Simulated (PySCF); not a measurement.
AlS: energy against distance

Set-up: PySCF, no relativity, basis sets Al def2-TZVP, S def2-TZVP. Energies in eV from Al + S in their ground configurations at the same level. All curves are PBE0. state 1: ²Σ⁺ (doublet), unpaired electrons σ ↑; state 2: ²Π (doublet), unpaired electrons π ↑, a second solution, started from another occupation; state 3: quartet, unpaired electrons σ ↑, π ↑↑, a mixture of terms (⟨Lz²⟩ = 2.0), a second solution, started from another occupation.

| R (Å) | state 1 | state 2 | state 3 |
| --- | --- | --- | --- |
| 1.754 | -2.958 | -0.724 | 1.442 |
| 1.835 | -3.676 | -1.841 | 0.338 |
| 1.917 | -4.064 | -2.602 | -0.405 |
| 1.978 | -4.196 | -2.997 | -0.782 |
| 2.039 | -4.228 | -3.275 | -1.042 |
| 2.100 | -4.185 | -3.461 | -1.208 |
| 2.182 | -4.046 | -3.598 | -1.318 |
| 2.284 | -3.790 | -3.639 | -1.329 |
| 2.406 | -3.430 | -3.560 | -1.226 |
| 2.569 | -2.937 | -3.326 | -0.995 |

Question: Put a parabola through the three lowest points of the state 1 curve and estimate Re, k and ωe (reduced mass 14.63 u; 1 eV/Å² = 0.16022 mdyn/Å; ωe = 1302.8·√(k/μ) cm⁻¹).

Answer: Through R = 1.978, 2.039, 2.1 Å the second-order coefficient is 10.1 eV/Å², so Re ≈ 2.035 Å, k ≈ 3.23 mdyn/Å and ωe ≈ 612 cm⁻¹. A polynomial fit of higher order to the unrounded PBE0 energies gives Re = 2.032 Å, k = 3.32 mdyn/Å, ωe = 620 cm⁻¹; anharmonicity and rounding make the difference.

The higher-order fit for each curve: state 1: Re = 2.032 Å, ωe = 620 cm⁻¹, De = 4.23 eV; state 2: Re = 2.268 Å, ωe = 433 cm⁻¹, minimum 3.64 eV below the ground-state fragments; state 3: Re = 2.241 Å, ωe = 444 cm⁻¹, minimum 1.34 eV below the ground-state fragments.

Counting both spins, an empty level lies below a filled one in some of these solutions, because spin and occupation are held. The state is the lowest determinant that a PBE0 search found; another state may lie lower at other levels.
